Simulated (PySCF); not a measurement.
Cl₂, singlet in cc-pV(D+d)Z: errors against RCCSDT(Q)

Geometry: MP2(full)/6-31G*, from the G2/97 set.

```xyz
2

Cl    0.0000    0.0000    0.0000
Cl    0.0000    0.0000    2.0151
```

Basis cc-pV(D+d)Z; PySCF 2.14.0. Correlated methods freeze the noble-gas cores, which leaves 14 electrons in 36 orbitals. R marks a restricted (for open shells ROHF) determinant.

Full CI isn't at hand for all of this; RCCSDT(Q) serves as the reference, and is uncertain by about the last step of the cluster series.

```
UHF ⟨S²⟩                          : 0.000
T1 diagnostic (RCCSD)             : 0.0072
largest doubles amplitude (RCCSD) : 0.109
```

| level | E − E(RHF) (eV) |
| --- | --- |
| RMP2 | -7.5332 |
| RCCSD | -8.3122 |
| RCCSD(T) | -8.5128 |

(1) Estimate how far RCCSDT(Q) in cc-pV(D+d)Z lies from RCCSD(T). The table doesn't fix it; the size of (T) and the diagnostics are the guide.

(1) RCCSDT(Q) in cc-pV(D+d)Z lies 3.4 kJ/mol below RCCSD(T), which is 18 % of the (T) step (-19.4 kJ/mol). The diagnostics are small and one determinant leads, so the series closes fast and only a small part of (T) is left.

The other levels:

```csv
level,E − E(RCCSDT(Q)) (kJ/mol),share of correlation (%),wall time
RCCSDT,2.0,99.76,–
```

The correlation energy at RCCSDT(Q), counted from RHF, is -8.549 eV. That run took 3.3 min on 1 thread of Intel Xeon, shared host.

Times are those of the correlated step on a shared host, with one SCF added for the restricted CCSD run; they ran on 1 thread of Intel Xeon.

Atomization energy (electronic, same basis, no zero-point term; atoms at the same level, unrestricted beside the R rows where the molecule is a closed shell; the atoms' step beyond CCSDT comes from their full CI) at RCCSDT(Q): 182.9 kJ/mol. Errors of other levels:

| level | error (kJ/mol) |
| --- | --- |
| RHF | -126.0 |
| RMP2 | 9.5 |
| RCCSD | -12.6 |
| RCCSD(T) | -1.1 |
| RCCSDT | -1.0 |

This basis is far from its limit, so the value isn't to be set against a measured one.
